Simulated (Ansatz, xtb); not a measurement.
**Ligand exchange: SiH3F + CHF3S → SiH3(SH) + CF4**

Species: SiH3F `F[SiH3]`, singlet; CHF3S (trifluoromethanethiol) `FC(F)(F)S`, singlet; SiH3(SH) (sulfanylsilane), singlet; CF4 (tetrafluoromethane) `FC(F)(F)F`, singlet. The partners trade F for SH: Si–F and C–SH bonds give way to Si–SH and C–F.

Shapes, held fixed at every level: PBE0-D4/def2-TZVP. Programs: Ansatz 0.2.0, xtb 6.7.1. The zero-point and thermal change to 298 K, harmonic and unscaled (PBE0-D4/def2-TZVP), is +0.4 kJ/mol.

| level | kind | ΔH(298 K) (kJ/mol) | less CCSD(T)/CBS estimate |
| --- | --- | --- | --- |
| GFN2-xTB | semi-empirical | +63.5 | +18.1 |
| SPW92/def2-TZVPP | LDA | +28.3 | -17.1 |
| r2SCAN-D4/def2-TZVPP | meta-GGA | +35.3 | -10.1 |
| PBE0-D4/def2-TZVPP | global hybrid | +28.1 | -17.3 |
| r2SCAN0-D4/def2-TZVPP | global hybrid | +29.8 | -15.6 |
| B2PLYP/def2-TZVPP | double hybrid | +45.0 | -0.4 |
| MP2/def2-TZVPP | perturbation theory | +42.0 | -3.4 |
| CCSD/def2-SVP | coupled cluster or CI | +8.1 | -37.3 |
| CCSD(T)/CBS estimate | coupled cluster or CI | +45.4 | 0.0 |

The highest level, CCSD(T)/CBS estimate, gives ΔH(298 K) = +45.4 kJ/mol; the levels span +8.1 to +63.5. The column of differences is taken from that level and isn't an error. No measured value is set beside it here. The CBS estimate extrapolates MP2 from def2-TZVPP and def2-QZVPP and adds CCSD(T) − MP2 in the triple-zeta set, cores frozen.
